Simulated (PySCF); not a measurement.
**Simulated absorption spectrum**

Species: acetaldoxime, C2H5NO.
Z-matrix (Å and degrees, PBE0-D3(BJ)/def2-SVP geometry), rows numbered from 1:
```
C 
C   1  1.4903
N   2  1.2744  1  127.65
O   3  1.3711  2  113.44  1     0.08
H   1  1.0960  2  111.23  3     3.25
H   1  1.1022  2  110.29  3  -117.72
H   1  1.1018  2  110.34  3   124.61
H   2  1.0968  1  119.01  3   179.88
H   4  0.9623  3  102.93  2  -179.43
```

Level of theory: TDDFT PBE0/def2-SVPD, vertical, gas phase, core orbitals frozen in the response (PySCF 2.14.0, density-fitted response routines).

Broadening: Gaussians 0.3 eV wide at half height, area fixed by f = 4.319×10⁻⁹ ∫ε dν̃. The width is an assumption, not a result. The curve ends short of the highest state used, and states not computed would add to its high-energy end.

```tsv
λ (nm)	ε (L mol⁻¹ cm⁻¹)
147.0	202
149.1	404
151.3	1281
153.4	2031
155.6	1514
157.7	583
159.8	158
162.0	90
164.1	122
166.3	573
168.4	2811
170.5	8821
172.7	17954
174.8	22882
176.9	19515
179.1	10998
181.2	4475
183.4	1379
185.5	526
187.6	298
189.8	168
191.9	77
194.0	30
196.2	21
198.3	42
200.5	87
202.6	136
204.7	165
206.9	156
209.0	117
211.1	71
213.3	34
215.4	14
217.6	5
219.7	1
221.8	0
```

Problem. Locate the maxima and give the states behind the curve.

Solution. 205 nm (6.04 eV), ε about 170, made up of S1 (100%); 175 nm (7.08 eV), ε about 23000, made up of S3 (70%) and S4 (30%); 154 nm (8.07 eV), ε about 2000, made up of S6 (73%) and S7 (27%) (ε in L mol⁻¹ cm⁻¹; maxima over ε = 5, shares over 10%). The states used: S1 6.04 eV (f 0.0019); S2 6.67 eV (f 0.0033); S3 7.06 eV (f 0.182); S4 7.15 eV (f 0.087); S5 7.62 eV (f 0.0009); S6 8.06 eV (f 0.017); S7 8.10 eV (f 0.0063); S8 8.48 eV (f 0.0020); S9 8.88 eV (f 0.0011); S10 9.03 eV (f 0.0015).

Problem. What would ε be at 7.08 eV, the highest of these maxima, with half the width (0.15 eV)?

Solution. About 39800 L mol⁻¹ cm⁻¹ against 22900, a factor of about 1.7; a lone state at its own centre would give exactly 2.

Problem. Coming from long wavelengths, where does ε first pass 100 L mol⁻¹ cm⁻¹?

Solution. At about 210 nm (5.91 eV), 0.13 eV below S1.

Problem. On this curve, what absorbance would a 10⁻⁴ mol/L sample give at 193 nm over a 1 cm path?

Solution. 193 nm is 6.424 eV, where ε is about 47 L mol⁻¹ cm⁻¹, so A = ε c l ≈ 0.0047 (Beer–Lambert, with the gas-phase spectrum and the assumed width).

The vertical ionisation energy (ΔSCF) is 9.85 eV, 0.82 eV above S10.

The run took 22 s of wall time on an Arm Neoverse V1 with one thread, shared host with 32 logical CPUs at a one-minute load of 20, and the process peaked at 0.52 GiB of memory.

One conformer stands for the species.
